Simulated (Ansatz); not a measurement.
**AlCl3 (singlet): the correlation ladder, cc-pV(D+d)Z**

How much of the correlation energy of AlCl3 (singlet) does each wave-function method recover here?

Method: cc-pV(D+d)Z, core rule «outside noble gas», up to 20 orbitals frozen; program: Ansatz 0.2.0, Gaussian basis.

To be run: UHF; CCSD(T) on RHF; CCSDT(Q) on RHF.

2 further runs of the same task are left out: 2 set aside as unsound or not needed.

### Step 1. The system

The geometry is an MP2(full)/6-31G* stationary point (not a proven minimum).

4 atoms, charge 0, spin multiplicity 1.

Atoms are counted from 1 here; the program's logs count them from 0.

Bond lengths: Al1–Cl2 2.069 Å, Al1–Cl3 2.069 Å, Al1–Cl4 2.069 Å. Angles: Cl2–Al1–Cl3 120.0°, Cl2–Al1–Cl4 120.0°, Cl3–Al1–Cl4 120.0°.

As a file:

```mol
AlCl3
  3D, bonds by distance, orders not assigned

  4  3  0  0  0  0  0  0  0  0999 V2000
    0.0000    0.0000    0.0000 Al  0  0
    0.0000    2.0690    0.0000 Cl  0  0
    1.7918   -1.0345    0.0000 Cl  0  0
   -1.7918   -1.0345    0.0000 Cl  0  0
  1  2  8  0
  1  3  8  0
  1  4  8  0
M  END
```

### Step 2. UHF

File in.yaml:

```yaml
crystal:
  periodic: [false, false, false]
  atoms:
    - {symbol: Al, position_ang: [0.000000, 0.000000, 0.000000]}
    - {symbol: Cl, position_ang: [0.000000, 2.069041, 0.000000]}
    - {symbol: Cl, position_ang: [1.791842, -1.034520, 0.000000]}
    - {symbol: Cl, position_ang: [-1.791842, -1.034520, 0.000000]}
basis:
  gaussian: {orbitals: "cc-pV(D+d)Z.json"}
magnetization: {spin_polarized: true, initial_magnetization: 0}
hamiltonian: {xc: hf}
output: {orbitals: {seedname: orbitals}}
```

On the command line:

```sh
$ ansatz run in.yaml --threads 1 --pin off --events-out ev --progress --plain --max-ram 3328MiB --backend cpu
```

After this run come: CCSD(T) on RHF; CCSDT(Q) on RHF.

Q: Predict the results of all the runs planned. Wanted: RCCSDT(Q) below the RHF energy; RMP2 from RCCSDT(Q); RCCSD from RCCSDT(Q); RCCSD(T) from RCCSDT(Q); T1 diagnostic.

The runs gave:

```
                         quantity        value
   RCCSDT(Q) below the RHF energy  -14.0367 eV
              RMP2 from RCCSDT(Q)  +1450.9 meV
             RCCSD from RCCSDT(Q)   +372.4 meV
          RCCSD(T) from RCCSDT(Q)    +55.2 meV
levels within 1 kcal/mol (43 meV)       RCCSDT
                    T1 diagnostic        0.009
```

In words: RCCSD(T) misses by +55.2 meV, 0.4 % of the correlation energy. These misses are within one basis, not against nature.
